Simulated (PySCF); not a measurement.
F₄HP.
Structure used (PBE0-D3(BJ)/def2-SVP), in Å, numbered top down from 1:
```
atom  x, y, z in Å
F1     1.456    0.517   -0.232
P2    -0.033   -0.019   -0.001
F3    -0.599    1.387   -0.471
F4     0.308   -0.254    1.532
F5     0.232   -1.161   -1.073
H6    -1.339   -0.499    0.201
```

Computed, not measured: TDDFT PBE0/def2-SVPD, vertical, gas phase, core orbitals frozen in the response (PySCF 2.14.0, density-fitted response routines).

Kohn–Sham orbitals with the atoms that hold most of them (Löwdin shares over 4%, at most four atoms; ? is withheld):

| orbital | ε (eV) | atoms |
| --- | --- | --- |
| LUMO+2 | 1.03 | P2 25%, F5 19%, F4 18%, F3 17% |
| LUMO+1 | 0.98 | P2 38%, H6 27%, F3 11%, F5 10% |
| LUMO | 0.19 | P2 29%, H6 16%, F5 15%, F4 14% |
| HOMO | ? | ? |
| HOMO-1 | -12.19 | F1 64%, F5 20%, F4 14% |
| HOMO-2 | -12.20 | F1 64%, F3 21%, F4 10%, F5 4% |
| HOMO-3 | -13.32 | F3 34%, F5 33%, F4 33% |

Task: Give the leading atoms of the HOMO.

Result: H6 (bonded to P) 26%; F5 (bonded to P) 19%; F4 (bonded to P) 18%; F3 (bonded to P) 18%. By element: fluorine 55% or more, hydrogen 26%.

Task: What is the HOMO energy, and the HOMO–LUMO gap?

Result: ε(HOMO) = -10.90 eV; the gap is 11.09 eV (0.4075 hartree).

Task: The HOMO–LUMO gap is 11.09 eV. Where does the response calculation put the lowest singlet, and from which orbitals?

Result: S1 is at 9.76 eV (f = 0.138), 1.33 eV below the gap, made of HOMO→LUMO (96%). Without the coupling terms of the response equations the lowest excitation would equal the gap.

Task: One configuration dominates each of S1 and S4. Which, and how do the shares of the two leading atoms of either orbital change from the occupied to the empty one?

Result: 
- S1 (9.76 eV, f 0.138), HOMO→LUMO (96%): H6 26% → 16%, F5 19% → 15%, P2 at most 19% → 29%
- S4 (10.64 eV, f 0.027), HOMO→LUMO+1 (96%): H6 26% → 27%, F5 19% → 10%, P2 at most 19% → 38%

Orbitals of the list HOMO-3 to LUMO+2 that lie within 0.01 eV of each other are written together with a slash and their weights summed (≥ marks a lower bound); for degenerate orbitals outside that list single weights are arbitrary.

Löwdin shares depend on the basis, the more so with diffuse functions.
